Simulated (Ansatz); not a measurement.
Input file:

```yaml
crystal:
  periodic: [false, false, false]
  atoms:
    - {symbol: H, position_ang: [-2.823560, 0.000000, -0.000001]}
    - {symbol: H, position_ang: [-1.993560, 0.000000, -0.000001]}
    - {symbol: Ge, position_ang: [0.045440, 0.000000, 0.000000]}
    - {symbol: H, position_ang: [0.514109, -1.465915, 0.000000]}
    - {symbol: H, position_ang: [0.514109, 0.732957, -1.269519]}
    - {symbol: H, position_ang: [0.514109, 0.732957, 1.269520]}
basis:
  gaussian: {orbitals: cc-pVDZ}
magnetization: {spin_polarized: false, initial_magnetization: 1}
correlation: {method: fic_mrcisd_q, electrons: outside_noble_gas, active_space: {window: {electrons: 3, orbitals: 3}}}
```

```sh
$ ansatz run in.yaml --threads 1 --pin off --events-out ev --progress --plain --max-ram 2816MiB --backend cpu
```

The program prints:

```
541 factors; integrals over basis functions are off by at most 1.0e-3 eV
mean field evaluation 1: about -56548.3353 eV, gradient 9.0e0 eV
mean field evaluation 2: about -56548.3402 eV, gradient 9.0e0 eV
mean field evaluation 4: about -56548.9355 eV, gradient 6.1e-1 eV
mean field evaluation 8: about -56548.9393 eV, gradient 4.2e-5 eV
mean field -56548.93934742 eV, -2078.1351907700 hartree, gradient 1.5e-6 eV, S^2 0.750000; 0 other end points of the search recorded, 0 dependent functions left out
reference -56548.93934742 eV, -2078.1351907700 hartree; 19, 18 occupied and 33, 34 virtual orbitals, 541 factors
state -56549.50233819 eV, -2078.1558802991 hartree
contracted CI cycle   1: correlation 0.00000000 eV, 0.0000000000 hartree, residual 1.47e1 eV
contracted CI cycle   2: correlation -3.52992351 eV, -0.1297222963 hartree, residual 2.26e0 eV
contracted CI cycle   3: correlation -3.62144919 eV, -0.1330858030 hartree, residual 5.46e-1 eV
contracted CI cycle   4: correlation -3.62683706 eV, -0.1332838037 hartree, residual 1.34e-1 eV
contracted CI cycle   5: correlation -3.62717142 eV, -0.1332960912 hartree, residual 3.90e-2 eV
contracted CI cycle   6: correlation -3.62719869 eV, -0.1332970932 hartree, residual 1.31e-2 eV
contracted CI cycle   7: correlation -3.62720181 eV, -0.1332972078 hartree, residual 4.58e-3 eV
contracted CI cycle   8: correlation -3.62720221 eV, -0.1332972226 hartree, residual 1.71e-3 eV
contracted CI cycle   9: correlation -3.62720226 eV, -0.1332972246 hartree, residual 6.02e-4 eV
state -56549.50233819 eV, -2078.1558802991 hartree; corrected -56553.40342317 eV, -2078.2992425280 hartree
state -56549.32924310 eV, -2078.1495191717 hartree
contracted CI cycle   1: correlation 0.00000000 eV, 0.0000000000 hartree, residual 1.51e1 eV
contracted CI cycle   2: correlation -3.67389467 eV, -0.1350131387 hartree, residual 2.37e0 eV
contracted CI cycle   3: correlation -3.78064731 eV, -0.1389362262 hartree, residual 6.04e-1 eV
contracted CI cycle   4: correlation -3.78767514 eV, -0.1391944941 hartree, residual 1.64e-1 eV
contracted CI cycle   5: correlation -3.78816440 eV, -0.1392124741 hartree, residual 4.50e-2 eV
contracted CI cycle   6: correlation -3.78820351 eV, -0.1392139111 hartree, residual 1.49e-2 eV
contracted CI cycle   7: correlation -3.78820767 eV, -0.1392140640 hartree, residual 5.44e-3 eV
contracted CI cycle   8: correlation -3.78820819 eV, -0.1392140831 hartree, residual 1.76e-3 eV
contracted CI cycle   9: correlation -3.78820825 eV, -0.1392140853 hartree, residual 6.19e-4 eV
state -56549.32924310 eV, -2078.1495191717 hartree; corrected -56553.41668521 eV, -2078.2997298988 hartree
state -56549.32924310 eV, -2078.1495191717 hartree; corrected -56553.41668521 eV, -2078.2997298988 hartree
the orbitals are reached from a further start. From the first start the search ends at -56549.50233747 eV, -2078.1558802727 hartree
WARN: the results are in doubt because another end's mean lies 0.173 eV lower, and its corrected mean 0.013 eV higher
Total energy: -56553.41668521 eV, -2078.2997298988 hartree
In doubt: another end's mean lies 0.173 eV lower, and its corrected mean 0.013 eV higher
```

Natural occupations: 1.9777 1.0004 0.0220.

For the same geometry and basis RCCSDTQ lies 13.8 meV higher.

Ran on 1 thread of AMD EPYC 7R13, shared host: 1.6 s wall, 0.15 GiB peak host memory.
